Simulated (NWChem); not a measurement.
Program: NWChem. System: P$_{2}$, charge 0, spin multiplicity 1, displaced from the optimised geometry. Level: CCSD(T)/cc-pVDZ, 10 core orbitals frozen, spin-restricted.

Input file:

```
start mol
memory heap 100 mb stack 700 mb global 1900 mb
geometry units angstroms nocenter noautoz noautosym
  P      0.000000     0.000000     0.661881
  P      0.000000     0.000000    -0.945544
end
basis spherical
  * library cc-pvdz
end
scf
  rhf
  nopen 0
  maxiter 100
  thresh 1e-7
  semidirect memsize 60000000 filesize 0
end
ccsd
  freeze core 10
  maxiter 60
end
task ccsd(t) energy
```

Part of the output:

```
             Northwest Computational Chemistry Package (NWChem) 7.3.0
             --------------------------------------------------------

                                NWChem Input Module
                                -------------------

 Scaling coordinates for geometry "geometry" by  1.889725989
 (inverse scale =  0.529177249)

                             Geometry "geometry" -> ""
                             -------------------------

 Output coordinates in angstroms (scale by  1.889725989 to convert to a.u.)

  No.       Tag          Charge          X              Y              Z
 ---- ---------------- ---------- -------------- -------------- --------------
    1 P                   15.0000     0.00000000     0.00000000     0.66188100
    2 P                   15.0000     0.00000000     0.00000000    -0.94554400

 Effective nuclear repulsion energy (a.u.)      74.0718111420

            Nuclear Dipole moment (a.u.)
            ----------------------------
        X                 Y               Z
 ---------------- ---------------- ----------------
     0.0000000000     0.0000000000    -8.0406801465


 Summary of "ao basis" -> "" (spherical)
 ------------------------------------------------------------------------------
       Tag                 Description            Shells   Functions and Types
 ---------------- ------------------------------  ------  ---------------------
 *                          cc-pvdz                   on all atoms

 Summary of "ao basis" -> "ao basis" (spherical)
 ------------------------------------------------------------------------------
       Tag                 Description            Shells   Functions and Types
 ---------------- ------------------------------  ------  ---------------------
 P                          cc-pvdz                  8       18   4s3p1d

                                 NWChem SCF Module
                                 -----------------

  ao basis        = "ao basis"
  functions       =    36
  atoms           =     2
  closed shells   =    15
  open shells     =     0
  charge          =   0.00
  wavefunction    = RHF
  use symmetry    = F
  symmetry adapt  = F

 Summary of "ao basis" -> "ao basis" (spherical)
 ------------------------------------------------------------------------------
       Tag                 Description            Shells   Functions and Types
 ---------------- ------------------------------  ------  ---------------------
 P                          cc-pvdz                  8       18   4s3p1d

 Forming initial guess at       0.0s

      Superposition of Atomic Density Guess
      -------------------------------------

 Sum of atomic energies:        -681.29982832

      Non-variational initial energy
      ------------------------------

 Total energy =    -682.102914
 1-e energy   =   -1089.539258
 2-e energy   =     333.364533
 HOMO         =      -0.278291
 LUMO         =      -0.023253

 Starting SCF solution at       0.4s

 ----------------------------------------------
         Quadratically convergent ROHF

 Convergence threshold     :          1.000E-07
 Maximum no. of iterations :          100
 Final Fock-matrix accuracy:          1.000E-09
 ----------------------------------------------

              iter       energy          gnorm     gmax       time
             ----- ------------------- --------- --------- --------
                 1     -681.3721060645  2.29D-01  9.19D-02      0.4
                 2     -681.3787110629  8.14D-03  2.80D-03      0.4
[...]
   2     -0.2206551128 -6.168D-03  4.058D-02     0.75     0.00     0.75
   3     -0.2225220921 -1.867D-03  3.831D-03     0.75     0.00     0.75
   4     -0.2231721646 -6.501D-04  1.081D-03     0.75     0.00     0.75
   5     -0.2232078425 -3.568D-05  2.376D-04     0.75     0.00     0.75
   6     -0.2232021097  5.733D-06  7.507D-06     0.75     0.00     0.75
   7     -0.2232012870  8.228D-07  1.693D-05     0.75     0.00     0.75
   8     -0.2232013364 -4.942D-08  4.289D-06     0.75     0.00     0.75
   9     -0.2232015782 -2.418D-07  6.250D-07     0.75     0.00     0.75
                  *************converged*************
-------------------------------------------------------------------------

 -----------
 CCSD Energy
 -----------
 Reference energy:            -681.378715829097928
 CCSD corr. energy:             -0.223201578150242
 Total CCSD energy:           -681.601917407248152

 --------------------------------
 Spin Component Scaled (SCS) CCSD
 --------------------------------
 Same spin contribution:                 -0.046885059358217
 Same spin scaling factor:                1.130000000000000
 Opposite spin contribution:             -0.176316518792026
 Opposite spin scaling fact.:             1.270000000000000
 SCS-CCSD correlation energy:            -0.276902095940657
 Total SCS-CCSD energy:                -681.655617925038541
 memory            104853748

*********triples calculation*********

nkpass=    1; nvpass=    1; memdrv=          15897; memtrn=         490807; memavail=      104853628
 memory available/node                      104853628
 total number of virtual orbitals        21
 number of virtuals per integral pass    21
 number of integral evaluations           1
 number of occupied per triples pass      5
 number of triples passes                 1

 commencing integral evaluation        1 at           7.61
  symmetry use  F
task         2 out of       136 done   1%  at       0.0 secs
task         7 out of       136 done   5%  at       0.0 secs
task        14 out of       136 done  10%  at       0.0 secs
task        21 out of       136 done  15%  at       0.1 secs
task        28 out of       136 done  20%  at       0.1 secs
task        34 out of       136 done  25%  at       0.2 secs
task        41 out of       136 done  30%  at       0.2 secs
task        48 out of       136 done  35%  at       0.3 secs
task        55 out of       136 done  40%  at       0.3 secs
task        62 out of       136 done  45%  at       0.3 secs
task        68 out of       136 done  50%  at       0.3 secs
task        75 out of       136 done  55%  at       0.4 secs
task        82 out of       136 done  60%  at       0.4 secs
task        89 out of       136 done  65%  at       0.5 secs
task        96 out of       136 done  70%  at       0.5 secs
task       102 out of       136 done  75%  at       0.6 secs
task       109 out of       136 done  80%  at       0.6 secs
task       116 out of       136 done  85%  at       0.7 secs
task       123 out of       136 done  90%  at       0.7 secs
task       130 out of       136 done  95%  at       0.8 secs
task       136 out of       136 done 100%  at       0.8 secs
 commencing triples evaluation - blocking       1
 ccsd(t): done        1 out of       21 progress:    4.8%
 ccsd(t): done        2 out of       21 progress:    9.5%
 ccsd(t): done        3 out of       21 progress:   14.3%
 ccsd(t): done        4 out of       21 progress:   19.0%
 ccsd(t): done        5 out of       21 progress:   23.8%
 ccsd(t): done        6 out of       21 progress:   28.6%
 ccsd(t): done        7 out of       21 progress:   33.3%
 ccsd(t): done        8 out of       21 progress:   38.1%
 ccsd(t): done        9 out of       21 progress:   42.9%
 ccsd(t): done       10 out of       21 progress:   47.6%
 ccsd(t): done       11 out of       21 progress:   52.4%
 ccsd(t): done       12 out of       21 progress:   57.1%
 ccsd(t): done       13 out of       21 progress:   61.9%
 ccsd(t): done       14 out of       21 progress:   66.7%
 ccsd(t): done       15 out of       21 progress:   71.4%
 ccsd(t): done       16 out of       21 progress:   76.2%
 ccsd(t): done       17 out of       21 progress:   81.0%
 ccsd(t): done       18 out of       21 progress:   85.7%
 ccsd(t): done       19 out of       21 progress:   90.5%
 ccsd(t): done       20 out of       21 progress:   95.2%
 ccsd(t): done       21 out of       21 progress:  100.0%
 Time for integral evaluation pass     1        0.85
 Time for triples evaluation pass      1        0.02

 pseudo-e(mp4)  -0.99361296065390E-02
 pseudo-e(mp5)   0.25410869851296E-03
        e(t)    -0.96820209080260E-02

 --------------
 CCSD(T) Energy
 --------------
 Reference energy:                    -681.378715829097928

 CCSD corr. energy:                     -0.223201578150242
 T(CCSD) corr. energy:                  -0.009936129606539
 Total CCSD+T(CCSD) energy:           -681.611853536854710

 CCSD corr. energy:                     -0.223201578150242
 (T) corr. energy:                      -0.009682020908026
 Total CCSD(T) energy:                -681.611599428156183

 routine      calls  cpu(0)   cpu-min  cpu-ave  cpu-max   i/o
 aoccsd          1     0.00     0.00     0.00     0.00    0.00
 iterdrv         1     0.00     0.00     0.00     0.00    0.00
 pampt           9     0.00     0.00     0.00     0.00    0.00
 t2pm            9     0.01     0.01     0.01     0.01    0.00
 sxy             9     0.02     0.02     0.02     0.02    0.00
 ints       166464     6.60     6.60     6.60     6.60    0.00
 t2eri        1224     0.07     0.07     0.07     0.07    0.00
 idx2         1224     0.02     0.02     0.02     0.02    0.00
 idx34           9     0.00     0.00     0.00     0.00    0.00
 ht2pm           9     0.01     0.01     0.01     0.01    0.00
 itm             9     0.02     0.02     0.02     0.02    0.00
 pdiis           9     0.00     0.00     0.00     0.00    0.00
 triples         1     0.00     0.00     0.00     0.00    0.00
 rdtrpo          1     0.00     0.00     0.00     0.00    0.00
 trpmos          1     0.85     0.85     0.85     0.85    0.00
 trpdrv          1     0.00     0.00     0.00     0.00    0.00
 dovvv        3150     0.01     0.01     0.01     0.01    0.00
 doooo        3150     0.00     0.00     0.00     0.00    0.00
 tengy        2625     0.00     0.00     0.00     0.00    0.00
 Total                 7.63     7.63     7.63     7.63    0.00

 Task  times  cpu:        8.9s     wall:        8.9s

 Total times  cpu:        8.9s     wall:        8.9s
```
